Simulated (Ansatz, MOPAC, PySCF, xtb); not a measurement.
Pair of molecules: CH5N (SMILES CN) (first 7 atoms) with CH5N (SMILES CN); geometry from S66by8 set.
(charge 0, multiplicity 1):
```csv
atom,x (Å),y (Å),z (Å)
N,-1.7292,0.2622,-0.6586
H,-0.9006,-0.3226,-0.7090
H,-2.3911,-0.1274,-1.3169
C,-2.2893,0.1827,0.6888
H,-3.1833,0.8006,0.7500
H,-2.5533,-0.8245,1.0263
H,-1.5709,0.5900,1.3979
N,1.9003,-0.7557,-0.4518
H,2.1965,-0.4812,-1.3798
H,2.5238,-1.5034,-0.1766
C,2.0605,0.3795,0.4619
H,1.7903,0.0648,1.4675
H,3.0679,0.8013,0.4989
H,1.3680,1.1653,0.1692
```

```csv
level,interaction energy (kcal/mol),minus published value
PM3,-0.49,2.30
GFN1-xTB,-1.42,1.37
HF/6-31G*,-1.81,0.98
HF/6-31G* (no counterpoise),-2.46,0.33
PBE/def2-TZVPPD,-2.26,0.53
PBE-D3(BJ)/def2-TZVPPD,-3.06,-0.27
BP86/6-31G* (no counterpoise),-2.49,0.30
r2SCAN/def2-TZVPPD,-2.32,0.47
r2SCAN-D3(BJ)/def2-TZVPPD,-2.74,0.05
r2SCAN-D4/def2-TZVPPD,-2.71,0.08
M06-2X/6-31G* (no counterpoise),-3.51,-0.72
wB97X-V/def2-TZVPPD,-2.80,-0.01
MP2/6-31G* (no counterpoise),-3.56,-0.77
CCSD(T)/aug-cc-pVDZ,-2.65,0.14
```

Published value: -2.79 kcal/mol (computed benchmark interaction energy, Řezáč et al., J. Chem. Theory Comput. 7, 2427 (2011), S66x8). The comparison column counts from a level with limits of its own.

The rows run from -3.56 (MP2/6-31G* (no counterpoise)) to -0.49 kcal/mol (PM3). The dispersion term adds -0.80 in PBE-D3(BJ), -0.42 in r2SCAN-D3(BJ), -0.39 in r2SCAN-D4. The 3 functionals in def2-TZVPPD without D3 or D4 span 0.54, from wB97X-V to PBE.

Monomers are frozen at their geometry in the pair; levels with a basis set take the counterpoise correction. Rows marked so take none.

Correlated levels freeze the cores. Rows in 6-31G* carry no dispersion term and start afresh at each structure (6-31G* with six Cartesian d functions). MP2/6-31G* freezes PySCF's default core. The state that PM3 reach isn't checked.

Run with Ansatz (an electronic-structure program) with Gaussian orbitals; MOPAC for PM3 (differences of heats of formation); PySCF for 6-31G* rows, the dispersion terms; xtb for the GFN methods. Each number belongs to the level named beside it.
